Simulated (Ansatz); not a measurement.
# H4Si2: the cost of one run

Program: Ansatz 0.2.0, Gaussian basis. Level of theory: PBE0-D4/def2-TZVP structures, single points in def2-TZVPP, no counterpoise correction. These are calculated values, not measurements.

Levels: SPW92, PBE-D4, BLYP-D4, r2SCAN-D4, B97M-V, PBE0-D4, B3LYP-D4, r2SCAN0-D4, BHLYP-D4, CAM-B3LYP-D4, wB97X-V, wB97M-V, B2PLYP, PBE-QIDH, RPA on PBE, Hartree-Fock, MP2, CCSD, CCSD(T).

Correlated methods freeze the cores. B3LYP uses VWN-RPA correlation. B2PLYP carries no dispersion term here.

56 further runs of the same task are left out: 56 set aside as unsound or not needed.

### 1 Where the work starts

The complex: 11 atoms, charge 0, spin multiplicity 1.

Atoms are counted from 1 here; the program's logs count them from 0.

Bond lengths: Si1–H4 1.528 Å, Si1–Si5 2.383 Å, C2–H3 1.108 Å, C2–H6 1.090 Å, C2–H7 1.091 Å, C2–H8 1.088 Å, Si5–H9 1.495 Å, Si5–H10 1.492 Å, Si5–H11 1.491 Å. Angles: H4–Si1–Si5 89.6°, H3–C2–H6 105.4°, H3–C2–H7 114.3°, H3–C2–H8 107.6°, H6–C2–H7 108.9°, H6–C2–H8 111.5°, H7–C2–H8 109.2°, Si1–Si5–H9 105.3°, Si1–Si5–H10 116.0°, Si1–Si5–H11 113.0°, H9–Si5–H10 107.7°, H9–Si5–H11 107.1°, H10–Si5–H11 107.3°.

Geometry (Å):

```xyz
11
CH8Si2
Si   -0.7453    1.3835    0.4867
C     1.6301    0.4766   -0.5308
H     0.6613    0.7568   -0.9887
H    -1.3145    1.3750   -0.9318
Si   -1.3714   -0.9026    0.7319
H     1.8860   -0.4905   -0.9635
H     1.6023    0.3810    0.5554
H     2.3554    1.2402   -0.8040
H    -2.8447   -0.8833    0.9854
H    -1.1258   -1.7789   -0.4502
H    -0.7331   -1.5579    1.9097
```

Its parts: Si₂H₄ holds atoms 1, 4, 5, 9, 10, 11; CH₄ holds atoms 2, 3, 6, 7, 8. Each part counts its atoms afresh in its own runs.

### 2 Relaxing Si₂H₄ alone

Contents of relax-a/in.yaml:

```yaml
crystal:
  periodic: [false, false, false]
  atoms:
    - {symbol: Si, position_ang: [-0.745323, 1.383456, 0.486652]}
    - {symbol: H, position_ang: [-1.314492, 1.375045, -0.931845]}
    - {symbol: Si, position_ang: [-1.371400, -0.902587, 0.731883]}
    - {symbol: H, position_ang: [-2.844735, -0.883289, 0.985413]}
    - {symbol: H, position_ang: [-1.125823, -1.778902, -0.450217]}
    - {symbol: H, position_ang: [-0.733085, -1.557873, 1.909698]}
basis:
  gaussian: {orbitals: def2-TZVP}
hamiltonian: {xc: pbe0, dispersion: d4}
relax: {f_tol: 0.005, max_steps: 200}
```

Started as:

```sh
$ ansatz run in.yaml --threads 4 --pin off --events-out ev --progress --plain --max-ram 9574MiB
```

**Question.** How long does this run take on 4 threads of AMD EPYC, shared host?

About 14 s.
